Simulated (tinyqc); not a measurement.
Inside a calculation (part 2 of 3). Method: ROHF in the sto-6g basis, for CH3, spin multiplicity 2. Computed by tinyqc, a small Python program that keeps every step (integrals from PySCF). Command: `OMP_NUM_THREADS=1 python tinyqc.py 26404 26405 out.jsonl` (the two numbers bound the seeds that draw the settings). One thread of a shared host (Intel(R) Xeon(R) Processor @ 2.60GHz), about 0.2 s of CPU time with the checks.

Geometry (angstrom):
```
atom          x          y         z
C      0.000000   0.000000  0.027000
H      1.244000   0.000000  0.000000
H     -0.622000   1.077000  0.000000
H     -0.622000  -1.077000  0.000000
```

## Iteration 1: building the Fock matrix

D(alpha) at the start, order 1C 1s, 1C 2s, 1C 2px, 1C 2py, 1C 2pz, 2H 1s, 3H 1s, 4H 1s:
$$\begin{pmatrix}
1.072892 & -0.319994 & 0.000020 & 0.000000 & 0.001422 & 0.038766 & 0.038783 & 0.038783 \\
-0.319994 & 1.387294 & -0.000126 & 0.000000 & -0.008104 & -0.154059 & -0.154138 & -0.154138 \\
0.000020 & -0.000126 & 1.205959 & 0.000000 & 0.000004 & -0.205920 & 0.103028 & 0.103028 \\
0.000000 & 0.000000 & 0.000000 & 1.205972 & 0.000000 & 0.000000 & -0.178372 & 0.178372 \\
0.001422 & -0.008104 & 0.000004 & 0.000000 & 1.000195 & 0.004515 & 0.004518 & 0.004518 \\
0.038766 & -0.154059 & -0.205920 & 0.000000 & 0.004515 & 0.052298 & -0.000450 & -0.000450 \\
0.038783 & -0.154138 & 0.103028 & -0.178372 & 0.004518 & -0.000450 & 0.052332 & -0.000434 \\
0.038783 & -0.154138 & 0.103028 & 0.178372 & 0.004518 & -0.000450 & -0.000434 & 0.052332
\end{pmatrix}$$

D(beta) at the start, order 1C 1s, 1C 2s, 1C 2px, 1C 2py, 1C 2pz, 2H 1s, 3H 1s, 4H 1s:
$$\begin{pmatrix}
1.072858 & -0.319843 & 0.000020 & 0.000000 & 0.007268 & 0.038770 & 0.038788 & 0.038788 \\
-0.319843 & 1.386630 & -0.000126 & 0.000000 & -0.033859 & -0.154079 & -0.154158 & -0.154158 \\
0.000020 & -0.000126 & 1.205959 & 0.000000 & 0.000003 & -0.205920 & 0.103028 & 0.103028 \\
0.000000 & 0.000000 & 0.000000 & 1.205972 & 0.000000 & 0.000000 & -0.178372 & 0.178372 \\
0.007268 & -0.033859 & 0.000003 & 0.000000 & 0.000827 & 0.003760 & 0.003762 & 0.003762 \\
0.038770 & -0.154079 & -0.205920 & 0.000000 & 0.003760 & 0.052297 & -0.000451 & -0.000451 \\
0.038788 & -0.154158 & 0.103028 & -0.178372 & 0.003762 & -0.000451 & 0.052331 & -0.000434 \\
0.038788 & -0.154158 & 0.103028 & 0.178372 & 0.003762 & -0.000451 & -0.000434 & 0.052331
\end{pmatrix}$$

core Hamiltonian H = T + V (hartree), order 1C 1s, 1C 2s, 1C 2px, 1C 2py, 1C 2pz, 2H 1s, 3H 1s, 4H 1s:
$$\begin{pmatrix}
-19.215370 & -4.421583 & 0.000010 & 0.000000 & 0.000893 & -0.831088 & -0.831642 & -0.831642 \\
-4.421583 & -5.926009 & 0.000087 & 0.000000 & 0.009192 & -2.066832 & -2.067763 & -2.067763 \\
0.000010 & 0.000087 & -4.987531 & 0.000000 & -0.000002 & -1.811321 & 0.906206 & 0.906206 \\
0.000000 & 0.000000 & 0.000000 & -4.987535 & 0.000000 & 0.000000 & -1.569072 & 1.569072 \\
0.000893 & 0.009192 & -0.000002 & 0.000000 & -4.841767 & 0.041084 & 0.041108 & 0.041108 \\
-0.831088 & -2.066832 & -1.811321 & 0.000000 & 0.041084 & -3.484520 & -0.451691 & -0.451691 \\
-0.831642 & -2.067763 & 0.906206 & -1.569072 & 0.041108 & -0.451691 & -3.485131 & -0.452063 \\
-0.831642 & -2.067763 & 0.906206 & 1.569072 & 0.041108 & -0.451691 & -0.452063 & -3.485131
\end{pmatrix}$$

nuclear repulsion = 8.39319495 hartree

Given earlier and not repeated: Two-electron integrals (ij|kl) in chemists' order.

J_ij = sum D_kl (ij|kl) with D = D(alpha) + D(beta), K_ij = sum D_kl (ik|jl) for each spin; F = H + J - K(s); E = tr D H + tr D J / 2 - 0.5 sum_s tr D(s) K(s) + E_nn.

Coulomb J (hartree), order 1C 1s, 1C 2s, 1C 2px, 1C 2py, 1C 2pz, 2H 1s, 3H 1s, 4H 1s:
$$\begin{pmatrix}
13.400491 & 2.516963 & -0.000001 & 0.000000 & -0.001571 & 0.479932 & 0.480253 & 0.480253 \\
2.516963 & 6.195993 & 0.000008 & 0.000000 & -0.006481 & 2.047781 & 2.048702 & 2.048702 \\
-0.000001 & 0.000008 & 6.216280 & 0.000000 & 0.000000 & 1.894117 & -0.947615 & -0.947615 \\
0.000000 & 0.000000 & 0.000000 & 6.216276 & 0.000000 & 0.000000 & 1.640810 & -1.640810 \\
-0.001571 & -0.006481 & 0.000000 & 0.000000 & 6.155419 & -0.042347 & -0.042372 & -0.042372 \\
0.479932 & 2.047781 & 1.894117 & 0.000000 & -0.042347 & 3.660746 & 0.426067 & 0.426067 \\
0.480253 & 2.048702 & -0.947615 & 1.640810 & -0.042372 & 0.426067 & 3.661415 & 0.426419 \\
0.480253 & 2.048702 & -0.947615 & -1.640810 & -0.042372 & 0.426067 & 0.426419 & 3.661415
\end{pmatrix}$$

exchange K(alpha) (hartree), order 1C 1s, 1C 2s, 1C 2px, 1C 2py, 1C 2pz, 2H 1s, 3H 1s, 4H 1s:
$$\begin{pmatrix}
3.680637 & 0.632028 & 0.000000 & 0.000000 & -0.000015 & 0.129879 & 0.129963 & 0.129963 \\
0.632028 & 1.096549 & 0.000003 & 0.000000 & 0.000066 & 0.314687 & 0.314842 & 0.314842 \\
0.000000 & 0.000003 & 0.909034 & 0.000000 & 0.000000 & 0.218674 & -0.109406 & -0.109406 \\
0.000000 & 0.000000 & 0.000000 & 0.909030 & 0.000000 & 0.000000 & 0.189440 & -0.189440 \\
-0.000015 & 0.000066 & 0.000000 & 0.000000 & 0.916847 & -0.004685 & -0.004688 & -0.004688 \\
0.129879 & 0.314687 & 0.218674 & 0.000000 & -0.004685 & 0.162224 & 0.065394 & 0.065394 \\
0.129963 & 0.314842 & -0.109406 & 0.189440 & -0.004688 & 0.065394 & 0.162366 & 0.065445 \\
0.129963 & 0.314842 & -0.109406 & -0.189440 & -0.004688 & 0.065394 & 0.065445 & 0.162366
\end{pmatrix}$$

exchange K(beta) (hartree), order 1C 1s, 1C 2s, 1C 2px, 1C 2py, 1C 2pz, 2H 1s, 3H 1s, 4H 1s:
$$\begin{pmatrix}
3.659351 & 0.600172 & 0.000000 & 0.000000 & -0.000969 & 0.123411 & 0.123491 & 0.123491 \\
0.600172 & 0.958151 & 0.000003 & 0.000000 & -0.018778 & 0.281142 & 0.281280 & 0.281280 \\
0.000000 & 0.000003 & 0.872688 & 0.000000 & 0.000000 & 0.210427 & -0.105280 & -0.105280 \\
0.000000 & 0.000000 & 0.000000 & 0.872684 & 0.000000 & 0.000000 & 0.182295 & -0.182295 \\
-0.000969 & -0.018778 & 0.000000 & 0.000000 & 0.243989 & -0.006527 & -0.006531 & -0.006531 \\
0.123411 & 0.281142 & 0.210427 & 0.000000 & -0.006527 & 0.150521 & 0.057908 & 0.057908 \\
0.123491 & 0.281280 & -0.105280 & 0.182295 & -0.006531 & 0.057908 & 0.150652 & 0.057955 \\
0.123491 & 0.281280 & -0.105280 & -0.182295 & -0.006531 & 0.057908 & 0.057955 & 0.150652
\end{pmatrix}$$

F(alpha) (hartree), order 1C 1s, 1C 2s, 1C 2px, 1C 2py, 1C 2pz, 2H 1s, 3H 1s, 4H 1s:
$$\begin{pmatrix}
-9.495515 & -2.536649 & 0.000008 & 0.000000 & -0.000663 & -0.481035 & -0.481352 & -0.481352 \\
-2.536649 & -0.826565 & 0.000092 & 0.000000 & 0.002646 & -0.333738 & -0.333904 & -0.333904 \\
0.000008 & 0.000092 & 0.319715 & 0.000000 & -0.000002 & -0.135878 & 0.067997 & 0.067997 \\
0.000000 & 0.000000 & 0.000000 & 0.319711 & 0.000000 & 0.000000 & -0.117702 & 0.117702 \\
-0.000663 & 0.002646 & -0.000002 & 0.000000 & 0.396804 & 0.003422 & 0.003424 & 0.003424 \\
-0.481035 & -0.333738 & -0.135878 & 0.000000 & 0.003422 & 0.014002 & -0.091018 & -0.091018 \\
-0.481352 & -0.333904 & 0.067997 & -0.117702 & 0.003424 & -0.091018 & 0.013918 & -0.091090 \\
-0.481352 & -0.333904 & 0.067997 & 0.117702 & 0.003424 & -0.091018 & -0.091090 & 0.013918
\end{pmatrix}$$

F(beta) (hartree), order 1C 1s, 1C 2s, 1C 2px, 1C 2py, 1C 2pz, 2H 1s, 3H 1s, 4H 1s:
$$\begin{pmatrix}
-9.474230 & -2.504792 & 0.000008 & 0.000000 & 0.000290 & -0.474567 & -0.474880 & -0.474880 \\
-2.504792 & -0.688167 & 0.000092 & 0.000000 & 0.021489 & -0.300193 & -0.300342 & -0.300342 \\
0.000008 & 0.000092 & 0.356061 & 0.000000 & -0.000002 & -0.127630 & 0.063871 & 0.063871 \\
0.000000 & 0.000000 & 0.000000 & 0.356057 & 0.000000 & 0.000000 & -0.110557 & 0.110557 \\
0.000290 & 0.021489 & -0.000002 & 0.000000 & 1.069663 & 0.005264 & 0.005267 & 0.005267 \\
-0.474567 & -0.300193 & -0.127630 & 0.000000 & 0.005264 & 0.025705 & -0.083532 & -0.083532 \\
-0.474880 & -0.300342 & 0.063871 & -0.110557 & 0.005267 & -0.083532 & 0.025632 & -0.083599 \\
-0.474880 & -0.300342 & 0.063871 & 0.110557 & 0.005267 & -0.083532 & -0.083599 & 0.025632
\end{pmatrix}$$

total energy of this density = -36.90563454 hartree

## Iteration 1: Roothaan effective Fock matrix

overlap S, order 1C 1s, 1C 2s, 1C 2px, 1C 2py, 1C 2pz, 2H 1s, 3H 1s, 4H 1s:
$$\begin{pmatrix}
1.000000 & 0.243228 & 0.000000 & 0.000000 & 0.000000 & 0.045390 & 0.045421 & 0.045421 \\
0.243228 & 1.000000 & 0.000000 & 0.000000 & 0.000000 & 0.406612 & 0.406764 & 0.406764 \\
0.000000 & 0.000000 & 1.000000 & 0.000000 & 0.000000 & 0.410680 & -0.205444 & -0.205444 \\
0.000000 & 0.000000 & 0.000000 & 1.000000 & 0.000000 & 0.000000 & 0.355728 & -0.355728 \\
0.000000 & 0.000000 & 0.000000 & 0.000000 & 1.000000 & -0.008913 & -0.008918 & -0.008918 \\
0.045390 & 0.406612 & 0.410680 & 0.000000 & -0.008913 & 1.000000 & 0.093340 & 0.093340 \\
0.045421 & 0.406764 & -0.205444 & 0.355728 & -0.008918 & 0.093340 & 1.000000 & 0.093417 \\
0.045421 & 0.406764 & -0.205444 & -0.355728 & -0.008918 & 0.093340 & 0.093417 & 1.000000
\end{pmatrix}$$

With projectors Pc = D(beta) S, Po = (D(alpha) - D(beta)) S, Pv = 1 - D(alpha) S, the block xy is Px^T F Py; with Fc = (F(alpha) + F(beta))/2, the blocks are Fc for cc, oo, vv and cv, F(beta) for co and F(alpha) for ov.

effective F (hartree), order 1C 1s, 1C 2s, 1C 2px, 1C 2py, 1C 2pz, 2H 1s, 3H 1s, 4H 1s:
$$\begin{pmatrix}
-9.484872 & -2.520703 & 0.000008 & 0.000000 & 0.000465 & -0.477799 & -0.478114 & -0.478114 \\
-2.520703 & -0.757224 & 0.000092 & 0.000000 & 0.014881 & -0.316930 & -0.317088 & -0.317088 \\
0.000008 & 0.000092 & 0.337888 & 0.000000 & -0.000002 & -0.131754 & 0.065934 & 0.065934 \\
0.000000 & 0.000000 & 0.000000 & 0.337884 & 0.000000 & 0.000000 & -0.114129 & 0.114129 \\
0.000465 & 0.014881 & -0.000002 & 0.000000 & 0.733091 & 0.005481 & 0.005483 & 0.005483 \\
-0.477799 & -0.316930 & -0.131754 & 0.000000 & 0.005481 & 0.019859 & -0.087270 & -0.087270 \\
-0.478114 & -0.317088 & 0.065934 & -0.114129 & 0.005483 & -0.087270 & 0.019780 & -0.087340 \\
-0.478114 & -0.317088 & 0.065934 & 0.114129 & 0.005483 & -0.087270 & -0.087340 & 0.019780
\end{pmatrix}$$

## Iteration 1: diagonalisation and new density

X, order 1C 1s, 1C 2s, 1C 2px, 1C 2py, 1C 2pz, 2H 1s, 3H 1s, 4H 1s:
$$\begin{pmatrix}
1.026133 & -0.151267 & 0.000007 & 0.000000 & 0.000532 & 0.020804 & 0.020809 & 0.020809 \\
-0.151267 & 1.273810 & -0.000094 & 0.000000 & -0.005370 & -0.255739 & -0.255894 & -0.255894 \\
0.000007 & -0.000094 & 1.130180 & 0.000000 & 0.000002 & -0.270598 & 0.135390 & 0.135390 \\
0.000000 & 0.000000 & 0.000000 & 1.130204 & 0.000000 & 0.000000 & -0.234432 & 0.234432 \\
0.000532 & -0.005370 & 0.000002 & 0.000000 & 1.000115 & 0.005500 & 0.005504 & 0.005504 \\
0.020804 & -0.255739 & -0.270598 & 0.000000 & 0.005500 & 1.170091 & -0.021529 & -0.021529 \\
0.020809 & -0.255894 & 0.135390 & -0.234432 & 0.005504 & -0.021529 & 1.170238 & -0.021530 \\
0.020809 & -0.255894 & 0.135390 & 0.234432 & 0.005504 & -0.021529 & -0.021530 & 1.170238
\end{pmatrix}$$

Diagonalise F' = X^T F X, C = X C', fill 5 alpha and 4 beta electrons from the bottom; D(s) = C_occ C_occ^T. Each column has its largest component positive (the first on a tie).

F' = X^T F X (hartree):
$$\begin{pmatrix}
-9.277330 & -1.412879 & 0.000009 & 0.000000 & -0.000009 & -0.060068 & -0.060157 & -0.060157 \\
-1.412879 & 0.004106 & -0.000032 & 0.000000 & 0.006997 & -0.271252 & -0.271414 & -0.271414 \\
0.000009 & -0.000032 & 0.564296 & 0.000000 & 0.000002 & -0.329801 & 0.165010 & 0.165010 \\
0.000000 & 0.000000 & 0.000000 & 0.564331 & 0.000000 & 0.000000 & -0.285722 & 0.285722 \\
-0.000009 & 0.006997 & 0.000002 & 0.000000 & 0.733305 & 0.007740 & 0.007745 & 0.007745 \\
-0.060068 & -0.271252 & -0.329801 & 0.000000 & 0.007740 & 0.279172 & -0.037493 & -0.037493 \\
-0.060157 & -0.271414 & 0.165010 & -0.285722 & 0.007745 & -0.037493 & 0.279325 & -0.037503 \\
-0.060157 & -0.271414 & 0.165010 & 0.285722 & 0.007745 & -0.037493 & -0.037503 & 0.279325
\end{pmatrix}$$

orbital energies (hartree): MO1 -9.490708, MO2 -0.238827, MO3 0.017953, MO4 0.017981, MO5 0.660101, MO6 0.733796, MO7 0.863055, MO8 0.863177

coefficients C, order 1C 1s, 1C 2s, 1C 2px, 1C 2py, 1C 2pz, 2H 1s, 3H 1s, 4H 1s:
$$\begin{pmatrix}
0.992915 & -0.199296 & -0.000030 & 0.000000 & -0.226705 & 0.011653 & 0.000188 & 0.000000 \\
0.031091 & 0.587976 & 0.000124 & 0.000000 & 1.220669 & -0.071778 & -0.001160 & 0.000000 \\
-0.000003 & -0.000132 & 0.405446 & 0.000000 & 0.000807 & -0.000118 & 1.105804 & 0.000000 \\
0.000000 & 0.000000 & 0.000000 & 0.405495 & 0.000000 & 0.000000 & 0.000000 & 1.105827 \\
-0.000223 & -0.011822 & -0.000002 & 0.000000 & 0.050902 & 0.998809 & 0.000076 & 0.000000 \\
-0.005712 & 0.281543 & 0.621519 & 0.000000 & -0.638974 & 0.049055 & -0.795519 & 0.000000 \\
-0.005715 & 0.281707 & -0.310579 & 0.538137 & -0.638206 & 0.048937 & 0.398687 & -0.689581 \\
-0.005715 & 0.281707 & -0.310579 & -0.538137 & -0.638206 & 0.048937 & 0.398687 & 0.689581
\end{pmatrix}$$

D(alpha) after iteration 1, order 1C 1s, 1C 2s, 1C 2px, 1C 2py, 1C 2pz, 2H 1s, 3H 1s, 4H 1s:
$$\begin{pmatrix}
1.076993 & -0.363043 & -0.000172 & 0.000000 & -0.009405 & 0.083058 & 0.082876 & 0.082876 \\
-0.363043 & 1.836715 & 0.000958 & 0.000000 & 0.055176 & -0.614536 & -0.613617 & -0.613617 \\
-0.000172 & 0.000958 & 0.164387 & 0.000000 & 0.000042 & 0.251439 & -0.126476 & -0.126476 \\
0.000000 & 0.000000 & 0.000000 & 0.164426 & 0.000000 & 0.000000 & 0.218212 & -0.218212 \\
-0.009405 & 0.055176 & 0.000042 & 0.000000 & 0.002731 & -0.035853 & -0.035814 & -0.035814 \\
0.083058 & -0.614536 & 0.251439 & 0.000000 & -0.035853 & 0.873872 & 0.294111 & 0.294111 \\
0.082876 & -0.613617 & -0.126476 & 0.218212 & -0.035814 & 0.294111 & 0.872750 & 0.293566 \\
0.082876 & -0.613617 & -0.126476 & -0.218212 & -0.035814 & 0.294111 & 0.293566 & 0.872750
\end{pmatrix}$$

D(beta) after iteration 1, order 1C 1s, 1C 2s, 1C 2px, 1C 2py, 1C 2pz, 2H 1s, 3H 1s, 4H 1s:
$$\begin{pmatrix}
1.025598 & -0.086311 & 0.000011 & 0.000000 & 0.002134 & -0.061800 & -0.061808 & -0.061808 \\
-0.086311 & 0.346682 & -0.000028 & 0.000000 & -0.006958 & 0.165440 & 0.165421 & 0.165421 \\
0.000011 & -0.000028 & 0.164386 & 0.000000 & 0.000001 & 0.251955 & -0.125960 & -0.125960 \\
0.000000 & 0.000000 & 0.000000 & 0.164426 & 0.000000 & 0.000000 & 0.218212 & -0.218212 \\
0.002134 & -0.006958 & 0.000001 & 0.000000 & 0.000140 & -0.003328 & -0.003328 & -0.003328 \\
-0.061800 & 0.165440 & 0.251955 & 0.000000 & -0.003328 & 0.465585 & -0.113686 & -0.113686 \\
-0.061808 & 0.165421 & -0.125960 & 0.218212 & -0.003328 & -0.113686 & 0.465443 & -0.113741 \\
-0.061808 & 0.165421 & -0.125960 & -0.218212 & -0.003328 & -0.113686 & -0.113741 & 0.465443
\end{pmatrix}$$

## Iteration 2: building the Fock matrix

As before.

Coulomb J (hartree), order 1C 1s, 1C 2s, 1C 2px, 1C 2py, 1C 2pz, 2H 1s, 3H 1s, 4H 1s:
$$\begin{pmatrix}
11.152523 & 2.017300 & 0.000019 & 0.000000 & 0.000153 & 0.387070 & 0.387327 & 0.387327 \\
2.017300 & 5.092352 & 0.000078 & 0.000000 & -0.005340 & 1.805907 & 1.806608 & 1.806608 \\
0.000019 & 0.000078 & 5.150599 & 0.000000 & 0.000004 & 1.746620 & -0.873732 & -0.873732 \\
0.000000 & 0.000000 & 0.000000 & 5.150563 & 0.000000 & 0.000000 & 1.512904 & -1.512904 \\
0.000153 & -0.005340 & 0.000004 & 0.000000 & 4.975896 & -0.038768 & -0.038789 & -0.038789 \\
0.387070 & 1.805907 & 1.746620 & 0.000000 & -0.038768 & 3.752055 & 0.382736 & 0.382736 \\
0.387327 & 1.806608 & -0.873732 & 1.512904 & -0.038789 & 0.382736 & 3.752081 & 0.383045 \\
0.387327 & 1.806608 & -0.873732 & -1.512904 & -0.038789 & 0.382736 & 0.383045 & 3.752081
\end{pmatrix}$$

exchange K(alpha) (hartree), order 1C 1s, 1C 2s, 1C 2px, 1C 2py, 1C 2pz, 2H 1s, 3H 1s, 4H 1s:
$$\begin{pmatrix}
3.623169 & 0.546754 & -0.000003 & 0.000000 & -0.000192 & 0.111876 & 0.111951 & 0.111951 \\
0.546754 & 0.843175 & 0.000177 & 0.000000 & 0.013282 & 0.344452 & 0.344598 & 0.344598 \\
-0.000003 & 0.000177 & 0.546589 & 0.000000 & 0.000031 & 0.368219 & -0.184214 & -0.184214 \\
0.000000 & 0.000000 & 0.000000 & 0.546665 & 0.000000 & 0.000000 & 0.318945 & -0.318945 \\
-0.000192 & 0.013282 & 0.000031 & 0.000000 & 0.204343 & -0.010820 & -0.010819 & -0.010819 \\
0.111876 & 0.344452 & 0.368219 & 0.000000 & -0.010820 & 0.741825 & 0.083329 & 0.083329 \\
0.111951 & 0.344598 & -0.184214 & 0.318945 & -0.010819 & 0.083329 & 0.741598 & 0.083385 \\
0.111951 & 0.344598 & -0.184214 & -0.318945 & -0.010819 & 0.083329 & 0.083385 & 0.741598
\end{pmatrix}$$

exchange K(beta) (hartree), order 1C 1s, 1C 2s, 1C 2px, 1C 2py, 1C 2pz, 2H 1s, 3H 1s, 4H 1s:
$$\begin{pmatrix}
3.569703 & 0.553721 & -0.000002 & 0.000000 & -0.000147 & 0.110864 & 0.110938 & 0.110938 \\
0.553721 & 0.676302 & -0.000085 & 0.000000 & -0.012737 & 0.352258 & 0.352381 & 0.352381 \\
-0.000002 & -0.000085 & 0.504541 & 0.000000 & 0.000002 & 0.355324 & -0.177740 & -0.177740 \\
0.000000 & 0.000000 & 0.000000 & 0.504591 & 0.000000 & 0.000000 & 0.307778 & -0.307778 \\
-0.000147 & -0.012737 & 0.000002 & 0.000000 & 0.131016 & -0.008359 & -0.008363 & -0.008363 \\
0.110864 & 0.352258 & 0.355324 & 0.000000 & -0.008359 & 0.634573 & 0.068934 & 0.068934 \\
0.110938 & 0.352381 & -0.177740 & 0.307778 & -0.008363 & 0.068934 & 0.634597 & 0.068994 \\
0.110938 & 0.352381 & -0.177740 & -0.307778 & -0.008363 & 0.068934 & 0.068994 & 0.634597
\end{pmatrix}$$

F(alpha) (hartree), order 1C 1s, 1C 2s, 1C 2px, 1C 2py, 1C 2pz, 2H 1s, 3H 1s, 4H 1s:
$$\begin{pmatrix}
-11.686017 & -2.951038 & 0.000032 & 0.000000 & 0.001239 & -0.555894 & -0.556266 & -0.556266 \\
-2.951038 & -1.676831 & -0.000012 & 0.000000 & -0.009431 & -0.605377 & -0.605754 & -0.605754 \\
0.000032 & -0.000012 & -0.383521 & 0.000000 & -0.000028 & -0.432920 & 0.216688 & 0.216688 \\
0.000000 & 0.000000 & 0.000000 & -0.383637 & 0.000000 & 0.000000 & -0.375113 & 0.375113 \\
0.001239 & -0.009431 & -0.000028 & 0.000000 & -0.070214 & 0.013136 & 0.013137 & 0.013137 \\
-0.555894 & -0.605377 & -0.432920 & 0.000000 & 0.013136 & -0.474290 & -0.152284 & -0.152284 \\
-0.556266 & -0.605754 & 0.216688 & -0.375113 & 0.013137 & -0.152284 & -0.474648 & -0.152404 \\
-0.556266 & -0.605754 & 0.216688 & 0.375113 & 0.013137 & -0.152284 & -0.152404 & -0.474648
\end{pmatrix}$$

F(beta) (hartree), order 1C 1s, 1C 2s, 1C 2px, 1C 2py, 1C 2pz, 2H 1s, 3H 1s, 4H 1s:
$$\begin{pmatrix}
-11.632551 & -2.958005 & 0.000030 & 0.000000 & 0.001193 & -0.554881 & -0.555253 & -0.555253 \\
-2.958005 & -1.509958 & 0.000249 & 0.000000 & 0.016589 & -0.613182 & -0.613537 & -0.613537 \\
0.000030 & 0.000249 & -0.341473 & 0.000000 & 0.000000 & -0.420025 & 0.210214 & 0.210214 \\
0.000000 & 0.000000 & 0.000000 & -0.341563 & 0.000000 & 0.000000 & -0.363946 & 0.363946 \\
0.001193 & 0.016589 & 0.000000 & 0.000000 & 0.003113 & 0.010675 & 0.010681 & 0.010681 \\
-0.554881 & -0.613182 & -0.420025 & 0.000000 & 0.010675 & -0.367037 & -0.137889 & -0.137889 \\
-0.555253 & -0.613537 & 0.210214 & -0.363946 & 0.010681 & -0.137889 & -0.367648 & -0.138012 \\
-0.555253 & -0.613537 & 0.210214 & 0.363946 & 0.010681 & -0.137889 & -0.138012 & -0.367648
\end{pmatrix}$$

total energy of this density = -38.88258427 hartree

## Iteration 2: Roothaan effective Fock matrix

As before.

effective F (hartree), order 1C 1s, 1C 2s, 1C 2px, 1C 2py, 1C 2pz, 2H 1s, 3H 1s, 4H 1s:
$$\begin{pmatrix}
-11.659035 & -2.957746 & 0.000027 & 0.000000 & 0.000803 & -0.553612 & -0.553986 & -0.553986 \\
-2.957746 & -1.576816 & 0.000108 & 0.000000 & 0.002950 & -0.609545 & -0.609912 & -0.609912 \\
0.000027 & 0.000108 & -0.362497 & 0.000000 & -0.000022 & -0.426446 & 0.213477 & 0.213477 \\
0.000000 & 0.000000 & 0.000000 & -0.362600 & 0.000000 & 0.000000 & -0.369529 & 0.369529 \\
0.000803 & 0.002950 & -0.000022 & 0.000000 & -0.034285 & 0.014355 & 0.014356 & 0.014356 \\
-0.553612 & -0.609545 & -0.426446 & 0.000000 & 0.014355 & -0.428512 & -0.152923 & -0.152923 \\
-0.553986 & -0.609912 & 0.213477 & -0.369529 & 0.014356 & -0.152923 & -0.428974 & -0.153034 \\
-0.553986 & -0.609912 & 0.213477 & 0.369529 & 0.014356 & -0.152923 & -0.153034 & -0.428974
\end{pmatrix}$$
